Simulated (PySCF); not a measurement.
Field gradients at the hydrogen positions

C5H6.
Geometry (GFN2-xTB, Å), atoms numbered from 1 in this order:
```
atom  x, y, z in Å
C1    -2.4929    0.2902   -0.1892
C2    -1.4943   -0.5123   -0.5395
C3    -0.1468   -0.2789   -0.1928
C4     1.0069   -0.0908    0.0925
C5     2.3914    0.1388    0.4369
H6    -2.3231    1.1796    0.3946
H7    -3.5101    0.0828   -0.4740
H8    -1.6748   -1.4055   -1.1265
H9     2.4576    0.7120    1.3617
H10    2.9084   -0.8117    0.5697
H11    2.8831    0.6983   -0.3594
```

Level: PBE0/pcSseg-1 (PySCF, non-relativistic); Q(2H) = 0.00286 b; rigid geometry, the same for H and D, with no vibrational averaging.

Problem. Rank these positions by the coupling χzz of a deuteron there, largest first.
A. H11 (methyl hydrogen)
B. H6 (vinylic hydrogen)
C. H8 (vinylic hydrogen)

Solution. B (225 kHz), C (215 kHz), A (207 kHz).

Problem. Give the electric field gradient Vzz (the principal value of largest size), its asymmetry and the 2H coupling at each hydrogen.

Solution. 
| atom | bonded to | bond length (Å) | Vzz (au) | η | χzz (kHz) |
| --- | --- | --- | --- | --- | --- |
| H6 | C1 | 1.077 | 0.3343 | 0.05 | 225 |
| H7 | C1 | 1.077 | 0.3374 | 0.05 | 227 |
| H8 | C2 | 1.084 | 0.3203 | 0.06 | 215 |
| H9 | C5 | 1.090 | 0.3082 | 0.02 | 207 |
| H10 | C5 | 1.090 | 0.3079 | 0.02 | 207 |
| H11 | C5 | 1.090 | 0.3078 | 0.02 | 207 |

Problem. A static deuteron (I = 1) shows a doublet split by (3/2)χ, (3/4)χ(1 + η) and (3/4)χ(1 − η) with the field along z, y and x of the gradient. What are these for H11?

Solution. With |χ| = 206.9 kHz and η = 0.023: 310, 159 and 152 kHz, to first order and without motion.

Isolated species at its GFN2-xTB geometry, gas phase. GFN2-xTB bond lengths can be off by several hundredths of an ångström, more for odd bonds, and the gradients follow them. The basis is small and wasn't made for field gradients, so the couplings can be 20 % off.

These values come from a run that also computed NMR shieldings. The run took 7.3 s of wall time on Arm Neoverse V1, one thread (shared host).
